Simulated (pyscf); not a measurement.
PySCF, gas phase, ωB97X-D3(BJ)/def2-SVP geometries.

SMILES: [W]([OH])([OH])=[O]
```xyz
6

O      1.1584     1.8751    -0.5170
W      0.3465     0.4504    -0.1371
O      1.3719    -1.0960     0.0110
O     -1.4970     0.5647     0.0964
H      2.2897    -1.3734    -0.0661
H     -2.1911     1.2301     0.0676
```
Charge 0, spin multiplicity 1.

Problem. What is the homolytic dissociation enthalpy (298 K, ωB97M-D3(BJ)/def2-TZVP) of the H–O bond of O=W(OH)–OH [singlet], to [O=W(=O)–OH]• + H•?

Solution. H–O to [O=W(=O)–OH]• + H•: 60.1 kcal/mol. The 7 functionals that were run give +49.4 (PBE) to +60.1 kcal/mol (ωB97M-D3(BJ)). The radicals are drawn with the spin at the cut bond; how far it spreads was not checked. O=W(OH)–OH [singlet] lies 17.2 kcal/mol over its isomer O=WH(=O)–OH, and others may lie lower still (electronic energy, ωB97M-D3(BJ)). Other isomers of [O=W(=O)–OH]• were not searched in full and may lie lower. Open-shell species with a d-block atom are single-reference here; other states, and whether the spin sits on metal or ligand, were not checked. Elements past Kr carry the def2 core potentials, without spin-orbit coupling.
